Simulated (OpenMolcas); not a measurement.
## CH5NSi: a line through the functionals

CH5NSi: 8 atoms, total charge 0, spin state singlet. As SMILES, `C[Si]N`. The shape is that of a PBE0-D4/def2-TZVP optimisation. This is one conformer, not always the lowest.

The HOMO–LUMO gap y, in eV, basis def2-SVPD; a is the functional's share of exact exchange. Programs: OpenMolcas 26.06.

```
functional     program     a  y (eV)
      TPSS  OpenMolcas     0    3.25
    r2SCAN  OpenMolcas     0    3.36
     B3LYP  OpenMolcas   0.2    4.60
      PBE0  OpenMolcas  0.25       ?
     BHLYP  OpenMolcas   0.5    6.88
```

Task: Fit y = c + s·a to the known rows and predict PBE0.

Result: 
1. Means of the 4 rows: a = 0.1750, y = 4.522.
2. Σ(Δa)² = 0.1675, Σ(Δa·Δy) = 1.1943, so the slope is 1.1943/0.1675 = 7.1301.
3. Intercept: 4.522 − (7.1301) × 0.1750 = 3.274. The largest residual of the fit is 0.10.
4. PBE0: 3.274 + (7.1301) × 0.25 = 5.06 eV.

The run gave 4.95 eV, so the prediction is off by +0.11 eV, about the largest residual. Exact exchange lowers occupied levels and raises empty ones. The rows mix families of semi-local functionals, which the line can't see.
